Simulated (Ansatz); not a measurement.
C3H5NS (`C1=NCCS1`), relaxed with RKS PBE0-D4/def2-TZVP in the Gaussian-basis code of Ansatz from a PBE-D4/def2-SVP geometry. The force threshold is 0.005 eV/Å; the program also tests the step.

Charge 0, multiplicity 1.

Start:

```xyz
10

C     1.070   -1.108    0.431
N     1.004    0.049    0.969
C     0.040    0.903    0.284
C    -0.926    0.059   -0.589
S    -0.020   -1.510   -0.927
H     1.788   -1.882    0.758
H     0.618    1.619   -0.345
H    -0.523    1.514    1.020
H    -1.186    0.550   -1.546
H    -1.865   -0.193   -0.054
```

| step | energy (eV) | largest force (eV/Å) | largest move (Å) |
| --- | --- | --- | --- |
| 1 | -15510.3699 | 1.044 | 0.000 |
| 2 | -15510.4243 | 0.350 | 0.027 |
| 3 | -15510.4314 | 0.101 | 0.015 |
| 4 | -15510.4315 | 0.077 | 0.015 |
| 5 | -15510.4320 | 0.022 | 0.006 |
| 6 | -15510.4320 | 0.009 | 0.001 |
| 7 | -15510.4320 | 0.006 | 0.006 |
| 8 | -15510.4321 | 0.005 | 0.004 |
| 9 | -15510.4321 | 0.003 | 0.001 |

End:

```xyz
10

C     1.055   -1.097    0.426
N     0.986    0.040    0.965
C     0.038    0.898    0.275
C    -0.917    0.056   -0.583
S    -0.004   -1.473   -0.929
H     1.756   -1.859    0.756
H     0.616    1.590   -0.349
H    -0.514    1.500    1.000
H    -1.184    0.546   -1.517
H    -1.831   -0.201   -0.044
```

Run time 28 s (4 threads of an Arm Neoverse V1 on a shared host); peak host memory 0.48 GiB.
